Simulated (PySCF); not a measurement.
## methyl propyl ketone: calculation against experiment

**The experiment to reproduce.**

From NIST CCCBDB Release 22 (SRD 101), experimental polarizabilities, for the gas: mean polarisability 9.93 Å³.

The runs below try to reproduce these values; the comparison stands at the end.

Methyl propyl ketone, C5H10O.
SMILES with atom numbers: `[CH3:1][CH2:2][CH2:3][C:4]([CH3:5])=[O:6]` (hydrogens: H7, H8, H9 on C1; H10, H11 on C2; H12, H13 on C3; H14, H15, H16 on C5)

Cartesian coordinates in Å at the PBE0-D3(BJ)/def2-SVP level; atoms count from 1:
```
atom  x, y, z in Å
C1    -2.395    0.276    0.588
C2    -1.253   -0.427   -0.125
C3     0.099    0.208    0.145
C4     1.254   -0.489   -0.542
C5     2.623    0.118   -0.345
O6     1.090   -1.482   -1.210
H7    -2.473    1.332    0.284
H8    -3.361   -0.204    0.368
H9    -2.259    0.259    1.682
H10   -1.429   -0.438   -1.213
H11   -1.210   -1.488    0.168
H12    0.317    0.231    1.229
H13    0.110    1.271   -0.162
H14    2.881    0.141    0.726
H15    3.370   -0.469   -0.893
H16    2.636    1.161   -0.699
```

Runs made with PySCF (gas phase, on this PBE0-D3(BJ)/def2-SVP geometry; no spin–orbit coupling):

```
              level                                                                            job  basis functions
    B3LYP/def2-SVPD  10 singlets by full TDDFT, 4 Tamm–Dancoff triplets, polarisability, ΔSCF ions              203
       HF/def2-SVPD        10 singlets by TDHF, 4 Tamm–Dancoff triplets, polarisability, ΔSCF ions              203
BHandHLYP/def2-SVPD  10 singlets by full TDDFT, 4 Tamm–Dancoff triplets, polarisability, ΔSCF ions              203
CAM-B3LYP/def2-SVPD  10 singlets by full TDDFT, 4 Tamm–Dancoff triplets, polarisability, ΔSCF ions              203
      LDA/def2-SVPD  10 singlets by full TDDFT, 4 Tamm–Dancoff triplets, polarisability, ΔSCF ions              203
      PBE/def2-SVPD  10 singlets by full TDDFT, 4 Tamm–Dancoff triplets, polarisability, ΔSCF ions              203
  LC-wPBE/def2-SVPD  10 singlets by full TDDFT, 4 Tamm–Dancoff triplets, polarisability, ΔSCF ions              203
        PBE0/6-31G*             10 singlets by full TDDFT, 4 Tamm–Dancoff triplets, polarisability              104
   PBE0/aug-cc-pVDZ             10 singlets by full TDDFT, 4 Tamm–Dancoff triplets, polarisability              228
      PBE0/def2-SVP             10 singlets by full TDDFT, 4 Tamm–Dancoff triplets, polarisability              134
     PBE0/def2-TZVP             10 singlets by full TDDFT, 4 Tamm–Dancoff triplets, polarisability              246
  wB97X-D/def2-SVPD  10 singlets by full TDDFT, 4 Tamm–Dancoff triplets, polarisability, ΔSCF ions              203
```

All basis functions are spherical.

## Comparison

**Mean polarisability.** Measured: 9.93 Å³ (NIST CCCBDB Release 22 (SRD 101), experimental polarizabilities).

```json
{"level": "B3LYP/def2-SVPD", "computed (Å³)": "9.79", "computed − measured (Å³)": "-0.14", "% (from the printed values)": "-1"}
{"level": "HF/def2-SVPD", "computed (Å³)": "9.04", "computed − measured (Å³)": "-0.89", "% (from the printed values)": "-9"}
{"level": "BHandHLYP/def2-SVPD", "computed (Å³)": "9.41", "computed − measured (Å³)": "-0.52", "% (from the printed values)": "-5"}
{"level": "CAM-B3LYP/def2-SVPD", "computed (Å³)": "9.63", "computed − measured (Å³)": "-0.30", "% (from the printed values)": "-3"}
{"level": "LDA/def2-SVPD", "computed (Å³)": "10.28", "computed − measured (Å³)": "+0.35", "% (from the printed values)": "+4"}
{"level": "PBE/def2-SVPD", "computed (Å³)": "10.13", "computed − measured (Å³)": "+0.20", "% (from the printed values)": "+2"}
{"level": "LC-wPBE/def2-SVPD", "computed (Å³)": "9.38", "computed − measured (Å³)": "-0.55", "% (from the printed values)": "-6"}
{"level": "PBE0/6-31G*", "computed (Å³)": "8.13", "computed − measured (Å³)": "-1.80", "% (from the printed values)": "-18"}
{"level": "PBE0/aug-cc-pVDZ", "computed (Å³)": "9.91", "computed − measured (Å³)": "-0.02", "% (from the printed values)": "0"}
{"level": "PBE0/def2-SVP", "computed (Å³)": "8.40", "computed − measured (Å³)": "-1.53", "% (from the printed values)": "-15"}
{"level": "PBE0/def2-TZVP", "computed (Å³)": "9.45", "computed − measured (Å³)": "-0.48", "% (from the printed values)": "-5"}
{"level": "wB97X-D/def2-SVPD", "computed (Å³)": "9.63", "computed − measured (Å³)": "-0.30", "% (from the printed values)": "-3"}
```

12 of the 13 levels run are shown, the closest and the furthest among them. Closest is PBE0/aug-cc-pVDZ (-0.02 Å³), furthest PBE0/6-31G* (-1.80 Å³); one molecule doesn't rank methods. The computed values are static and purely electronic, with core orbitals frozen in the response (1 au = 0.148185 Å³). The table of measured values doesn't say here whether a value is static or optical, or holds a vibrational part. The measurement averages over conformers, the calculation has one.

The geometry is computed, not the measured one. Where a level misses, the cause wasn't examined.
